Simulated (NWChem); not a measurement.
System: hydrazine (N2H4); SMILES NN

NWChem input:

```
start job
memory heap 200 mb stack 900 mb global 1100 mb
geometry units angstroms noautoz
  N     -0.068466     0.707447     0.075727
  N      0.068466    -0.707447     0.075727
  H      0.849513     1.113869     0.294813
  H     -0.339383     1.086120    -0.846530
  H     -0.849513    -1.113869     0.294813
  H      0.339383    -1.086120    -0.846530
end
basis spherical
  * library def2-svp
end
dft
  xc xwpbe 1.00 cpbe96 1.0 hfexch 1.00
  cam 0.5 cam_alpha 0.0 cam_beta 1.0
  iterations 150
  vectors input atomic output neutral.movecs
end
task dft energy
charge 1
dft
  odft
  mult 2
  vectors input atomic output cation.movecs
end
task dft energy
```

Output (shortened):

```
             Northwest Computational Chemistry Package (NWChem) 7.3.0
             --------------------------------------------------------

 C2  symmetry detected

                             Geometry "geometry" -> ""
                             -------------------------

 Output coordinates in angstroms (scale by  1.889725989 to convert to a.u.)

  No.       Tag          Charge          X              Y              Z
 ---- ---------------- ---------- -------------- -------------- --------------
    1 N                    7.0000    -0.06050112     0.70817262     0.07813011
    2 N                    7.0000     0.06050112    -0.70817262     0.07813011
    3 H                    1.0000     0.86199303     1.10423933     0.29721611
    4 H                    1.0000    -0.32713995     1.08987014    -0.84412689
    5 H                    1.0000    -0.86199303    -1.10423933     0.29721611
    6 H                    1.0000     0.32713995    -1.08987014    -0.84412689

 Effective nuclear repulsion energy (a.u.)      41.4198222993

      Symmetry information
      --------------------

 Group name             C2
 Group number              4
 Group order               2
 No. of unique centers     3

  pbe96 is a nonlocal functional; adding pw91lda local functional.

                                 NWChem DFT Module
                                 -----------------

 Summary of "ao basis" -> "ao basis" (spherical)
 ------------------------------------------------------------------------------
       Tag                 Description            Shells   Functions and Types
 ---------------- ------------------------------  ------  ---------------------
 N                          def2-svp                 6       14   3s2p1d
 H                          def2-svp                 3        5   2s1p

      Symmetry analysis of basis
      --------------------------

        a          24
        b          24

            General Information
            -------------------
          SCF calculation type: DFT
          Wavefunction type:  closed shell.
          No. of atoms     :     6
          No. of electrons :    18
           Alpha electrons :     9
            Beta electrons :     9
          Charge           :     0
          Spin multiplicity:     1
          Use of symmetry is: on ; symmetry adaption is: on
          Maximum number of iterations: 150
          AO basis - number of functions:    48
                     number of shells:    24
          Convergence on energy requested:  1.00D-06
          Convergence on density requested:  1.00D-05
          Convergence on gradient requested:  5.00D-04

              XC Information
              --------------
                     Hartree-Fock (Exact) Exchange  1.000
                     LC-wPBE(h)Exchange Functional  1.000
            Perdew 1991 LDA Correlation Functional  1.000 local
           PerdewBurkeErnz. Correlation Functional  1.000 non-local

           Range-Separation Parameters
           ---------------------------
           Alpha           :  0.00
           Beta            :  1.00
           Gamma           :  0.50
           Short-Range HF  :     F

             Grid Information
             ----------------
          Grid used for XC integration:  medium
          Radial quadrature: Mura-Knowles
          Angular quadrature: Lebedev.
          Tag              B.-S. Rad. Rad. Pts. Rad. Cut. Ang. Pts.
          ---              ---------- --------- --------- ---------
          N                   0.65       49           7.0       434
          H                   0.35       45           8.0       434
          Grid pruning is: on
          Number of quadrature shells:   139
          Spatial weights used:  Erf1

      Superposition of Atomic Density Guess
      -------------------------------------

 Sum of atomic energies:        -110.48547921

      Non-variational initial energy
      ------------------------------

 Total energy =    -111.393910
 1-e energy   =    -230.922506
 2-e energy   =      78.108773
 HOMO         =      -0.309972
 LUMO         =       0.096309

      Symmetry analysis of molecular orbitals - initial
      -------------------------------------------------

  Numbering of irreducible representations:

     1 a           2 b

  Orbital symmetries:

     1 a           2 b           3 a           4 b           5 a
     6 b           7 a           8 b           9 a          10 a
    11 b          12 a          13 b          14 b          15 a
    16 b          17 a          18 b          19 a

   convergence    iter        energy       DeltaE   RMS-Dens  Diis-err
 ---------------- ----- ----------------- --------- --------- ---------
 d= 0,ls=0.0,diis     1   -111.6935308931 -1.53D+02  7.89D-03  2.43D-01
 d= 0,ls=0.0,diis     2   -111.7183305818 -2.48D-02  1.75D-03  1.54D-02
 d= 0,ls=0.0,diis     3   -111.7199135225 -1.58D-03  7.65D-04  2.68D-03
 d= 0,ls=0.0,diis     4   -111.7202481624 -3.35D-04  3.51D-04  1.81D-04
 d= 0,ls=0.0,diis     5   -111.7202868888 -3.87D-05  1.71D-04  1.00D-05
  Resetting Diis
 d= 0,ls=0.0,diis     6   -111.7202916735 -4.78D-06  6.77D-05  6.50D-07
 d= 0,ls=0.0,diis     7   -111.7202920666 -3.93D-07  4.37D-06  1.10D-08

         Total DFT energy =     -111.720292066632
      One electron energy =     -233.135344401575
           Coulomb energy =       95.234667098641
    Exchange-Corr. energy =      -15.239437062952
 Nuclear repulsion energy =       41.419822299254

 Numeric. integr. density =       17.999998884714

                  Occupations of the irreducible representations
                  ----------------------------------------------

                     irrep           alpha         beta
                     --------     --------     --------
                     a                 5.0          5.0
                     b                 4.0          4.0

                       DFT Final Molecular Orbital Analysis
                       ------------------------------------

 Vector    7  Occ=2.000000D+00  E=-5.866944D-01  Symmetry=a
              MO Center= -1.8D-15, -4.9D-15,  1.4D-01, r^2= 1.6D+00
   Bfn.  Coefficient  Atom+Function         Bfn.  Coefficient  Atom+Function
  ----- ------------  ---------------      ----- ------------  ---------------
     5      0.336232  1 N  py                19     -0.336232  2 N  py
    29     -0.263320  3 H  s                 39     -0.263320  5 H  s
     8     -0.160636  1 N  py                22      0.160636  2 N  py
     4      0.145044  1 N  px                18     -0.145044  2 N  px
     6      0.131082  1 N  pz                20      0.131082  2 N  pz

 Vector    8  Occ=2.000000D+00  E=-3.827576D-01  Symmetry=a
              MO Center=  5.4D-14, -1.9D-13,  1.7D-01, r^2= 1.5D+00
   Bfn.  Coefficient  Atom+Function         Bfn.  Coefficient  Atom+Function
  ----- ------------  ---------------      ----- ------------  ---------------
     4      0.338283  1 N  px                18     -0.338283  2 N  px
     7     -0.249250  1 N  px                21      0.249250  2 N  px
     6     -0.198409  1 N  pz                20     -0.198409  2 N  pz
     9      0.186168  1 N  pz                23      0.186168  2 N  pz
    29     -0.164277  3 H  s                 39     -0.164277  5 H  s

 Vector    9  Occ=2.000000D+00  E=-3.819576D-01  Symmetry=b
              MO Center= -5.4D-14,  1.9D-13,  1.3D-01, r^2= 1.5D+00
   Bfn.  Coefficient  Atom+Function         Bfn.  Coefficient  Atom+Function
  ----- ------------  ---------------      ----- ------------  ---------------
     6      0.348023  1 N  pz                20     -0.348023  2 N  pz
     9     -0.253305  1 N  pz                23      0.253305  2 N  pz
    34      0.193141  4 H  s                 44     -0.193141  6 H  s
     4     -0.184138  1 N  px                18     -0.184138  2 N  px
     7      0.178855  1 N  px                21      0.178855  2 N  px

 Vector   10  Occ=0.000000D+00  E= 1.560224D-01  Symmetry=a
              MO Center= -6.0D-16,  1.3D-13, -8.0D-01, r^2= 4.3D+00
   Bfn.  Coefficient  Atom+Function         Bfn.  Coefficient  Atom+Function
  ----- ------------  ---------------      ----- ------------  ---------------
     3      0.951689  1 N  s                 17      0.951689  2 N  s
    35     -0.866024  4 H  s                 45     -0.866024  6 H  s
    30     -0.510699  3 H  s                 40     -0.510699  5 H  s
     9     -0.235946  1 N  pz                23     -0.235946  2 N  pz
     8      0.229728  1 N  py                22     -0.229728  2 N  py

 Vector   11  Occ=0.000000D+00  E= 1.893523D-01  Symmetry=b
              MO Center= -3.1D-14, -1.2D-13, -2.1D-01, r^2= 5.4D+00
   Bfn.  Coefficient  Atom+Function         Bfn.  Coefficient  Atom+Function
  ----- ------------  ---------------      ----- ------------  ---------------
     3      1.258134  1 N  s                 17     -1.258134  2 N  s
    30     -0.889946  3 H  s                 40      0.889946  5 H  s
    35     -0.730714  4 H  s                 45      0.730714  6 H  s
     7      0.245953  1 N  px                21      0.245953  2 N  px
     9     -0.174702  1 N  pz                23      0.174702  2 N  pz

 Vector   12  Occ=0.000000D+00  E= 2.348176D-01  Symmetry=a
              MO Center= -2.6D-14, -6.0D-14, -1.7D-02, r^2= 5.1D+00
   Bfn.  Coefficient  Atom+Function         Bfn.  Coefficient  Atom+Function
  ----- ------------  ---------------      ----- ------------  ---------------
    30      1.141716  3 H  s                 40      1.141716  5 H  s
    35     -0.757654  4 H  s                 45     -0.757654  6 H  s
     7     -0.482194  1 N  px                21      0.482194  2 N  px
     9     -0.328128  1 N  pz                23     -0.328128  2 N  pz
     3     -0.237027  1 N  s                 17     -0.237027  2 N  s

     Multipole analysis of the density
     ---------------------------------

     L   x y z        total         alpha         beta         nuclear
     -   - - -        -----         -----         ----         -------
     0   0 0 0     -0.000000     -9.000000     -9.000000     18.000000

     1   1 0 0      0.000000      0.000000      0.000000     -0.000000
     1   0 1 0      0.000000     -0.000000     -0.000000      0.000000
     1   0 0 1     -0.865716     -0.432858     -0.432858     -0.000000

     2   2 0 0     -9.161698     -7.707942     -7.707942      6.254185
     2   1 1 0      1.984872     -0.062420     -0.062420      2.109713
     2   1 0 1     -0.000000     -0.000000     -0.000000      0.000000
     2   0 2 0     -8.954006    -25.609564    -25.609564     42.265122
     2   0 1 1      0.000000      0.000000      0.000000     -0.000000
     2   0 0 2     -9.412802     -7.719014     -7.719014      6.025227

                                 NWChem DFT Module
                                 -----------------

      Symmetry analysis of basis
      --------------------------

        a          24
        b          24

            General Information
            -------------------
          SCF calculation type: DFT
          Wavefunction type:  spin polarized.
          No. of atoms     :     6
          No. of electrons :    17
           Alpha electrons :     9
            Beta electrons :     8
          Charge           :     1
          Spin multiplicity:     2
          Use of symmetry is: on ; symmetry adaption is: on
          Maximum number of iterations: 150
          This is a Direct SCF calculation.
          AO basis - number of functions:    48
                     number of shells:    24
          Convergence on energy requested:  1.00D-06
          Convergence on density requested:  1.00D-05
          Convergence on gradient requested:  5.00D-04

              XC Information
              --------------
                     Hartree-Fock (Exact) Exchange  1.000
                     LC-wPBE(h)Exchange Functional  1.000
            Perdew 1991 LDA Correlation Functional  1.000 local
           PerdewBurkeErnz. Correlation Functional  1.000 non-local

           Range-Separation Parameters
           ---------------------------
           Alpha           :  0.00
           Beta            :  1.00
           Gamma           :  0.50
           Short-Range HF  :     F

             Grid Information
             ----------------
          Grid used for XC integration:  medium
          Radial quadrature: Mura-Knowles
          Angular quadrature: Lebedev.
          Tag              B.-S. Rad. Rad. Pts. Rad. Cut. Ang. Pts.
          ---              ---------- --------- --------- ---------
          N                   0.65       49           7.0       434
          H                   0.35       45           8.0       434
          Grid pruning is: on
          Number of quadrature shells:   139
          Spatial weights used:  Erf1

      Superposition of Atomic Density Guess
      -------------------------------------

 Sum of atomic energies:        -110.48547921

 Renormalizing density from      18.00 to     17

      Non-variational initial energy
      ------------------------------

 Total energy =    -107.002558
 1-e energy   =    -218.093478
 2-e energy   =      69.671097
 HOMO         =      -0.756315
 LUMO         =      -0.268376

   Symmetry analysis of molecular orbitals - initial alpha
   -------------------------------------------------------

  Numbering of irreducible representations:

     1 a           2 b

  Orbital symmetries:

     1 a           2 b           3 a           4 b           5 a
     6 b           7 a           8 a           9 b          10 b
    11 a          12 b          13 a          14 b          15 b
    16 a          17 a          18 b          19 a

   Symmetry analysis of molecular orbitals - initial beta
   ------------------------------------------------------

  Numbering of irreducible representations:

     1 a           2 b

  Orbital symmetries:

     1 a           2 b           3 a           4 b           5 a
     6 b           7 a           8 a           9 b          10 b
    11 a          12 b          13 a          14 b          15 b
    16 a          17 a          18 b          19 a

   convergence    iter        energy       DeltaE   RMS-Dens  Diis-err
 ---------------- ----- ----------------- --------- --------- ---------
 d= 0,ls=0.0,diis     1   -111.2567977070 -1.53D+02  7.78D-03  2.16D-01
                                                     7.70D-03  2.16D-01
 d= 0,ls=0.0,diis     2   -111.3178525440 -6.11D-02  2.95D-03  6.88D-02
                                                     2.56D-03  5.54D-02
 d= 0,ls=0.0,diis     3   -111.3441223436 -2.63D-02  3.06D-04  5.23D-04
                                                     5.18D-04  8.31D-04
 d= 0,ls=0.0,diis     4   -111.3447175598 -5.95D-04  1.08D-04  3.30D-05
                                                     2.24D-04  6.86D-05
 d= 0,ls=0.0,diis     5   -111.3448176285 -1.00D-04  6.08D-05  5.50D-06
                                                     1.27D-04  1.26D-05
  Resetting Diis
 d= 0,ls=0.0,diis     6   -111.3448416805 -2.41D-05  2.86D-05  6.09D-07
                                                     5.25D-05  1.49D-06
 d= 0,ls=0.0,diis     7   -111.3448448145 -3.13D-06  5.20D-06  4.61D-08
                                                     5.87D-06  8.56D-08
 d= 0,ls=0.0,diis     8   -111.3448449221 -1.08D-07  5.02D-06  1.35D-08
                                                     6.09D-06  2.34D-08

         Total DFT energy =     -111.344844922075
      One electron energy =     -226.931114410042
           Coulomb energy =       89.008260480827
    Exchange-Corr. energy =      -14.841813292113
 Nuclear repulsion energy =       41.419822299254

 Numeric. integr. density =       16.999999168698

                  Occupations of the irreducible representations
                  ----------------------------------------------

[...]
```

Level: LC-wPBE (HJS exchange hole, range parameter 0.5 per bohr)/def2-SVP, vertical spin-unrestricted ions. The geometry was optimised at PBE-D3(BJ)/def2-SVP.
